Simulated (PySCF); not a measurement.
## Computed data sheet: `C=C[N+](C)(C)C`

Species: C₅H₁₂N (charge +1).
Numbering: `[CH2:1]=[CH:2][N+:3]([CH3:4])([CH3:5])[CH3:6]` (hydrogens: H7, H8 on C1; H9 on C2; H10, H11, H12 on C4; H13, H14, H15 on C5; H16, H17, H18 on C6)

Geometry (GFN2-xTB, Å), atoms numbered from 1 in this order:
```xyz
18
C5H12N angstrom
C      1.938    0.404   -1.035
C      1.198    0.413    0.051
N     -0.198   -0.027    0.159
C     -1.000    1.111    0.655
C     -0.755   -0.484   -1.126
C     -0.249   -1.136    1.134
H      2.956    0.751   -0.981
H      1.612    0.071   -2.004
H      1.585    0.757    0.999
H     -2.035    0.805    0.799
H     -0.967    1.928   -0.064
H     -0.606    1.468    1.605
H     -0.717    0.319   -1.860
H     -1.794   -0.780   -0.990
H     -0.195   -1.341   -1.497
H     -1.274   -1.486    1.251
H      0.371   -1.962    0.788
H      0.120   -0.806    2.104
```

GFN2-xTB geometry:

| Quantity | Value |
| --- | --- |
| Rotational constants A, B, C of the GFN2-xTB geometry | 4.733, 2.858, 2.800 GHz |

From CAM-B3LYP/def2-SVPD ground state and vertical TDDFT (core frozen in the response) (PySCF):

| Quantity | Value |
| --- | --- |
| HOMO energy | -14.41 eV |
| LUMO energy | -3.59 eV |
| HOMO–LUMO gap | 10.82 eV |
| Lowest singlet excitation | 8.06 eV (154 nm, f = 0.407) |
| Strongest line among the 8 lowest singlet transitions | S1 at 8.06 eV (154 nm, f = 0.407) |
| Lowest triplet excitation (Tamm–Dancoff) | 4.69 eV |
| Static isotropic polarisability | 62.2 au |
| Electronic spatial extent ⟨r²⟩ about the centre of nuclear charge | 595 bohr² |

Monoisotopic mass of the ion (most abundant isotopes, electron mass counted): 86.0964 u.

No computed singlet falls in the visible range (750 to 380 nm, 1.65 to 3.26 eV); S1 lies 4.80 eV above its blue end. With B = h/(8π²I), that is 505.379 GHz u Å² over I, the principal moments of inertia are 106.8, 176.8 and 180.5 u Å² (most abundant isotopes); the inertial defect Ic − Ia − Ib is -103.1 u Å² (zero for a rigid planar frame, negative otherwise). The largest Löwdin shares of the HOMO are 0.41 on C2, 0.38 on C1 and 0.04 on N3. The principal polarisabilities are 55.3, 58.7 and 72.7 au; their mean is the isotropic value. The polarisability is 9.22 Å³ as a volume (1 au = 0.148185 Å³), or 1.30 au for each of the 48 electrons. The 8 singlets span 8.06 to 10.22 eV, and their oscillator strengths add up to 0.47.

Geometry: GFN2-xTB; no solvent, vibrations or thermal averaging.
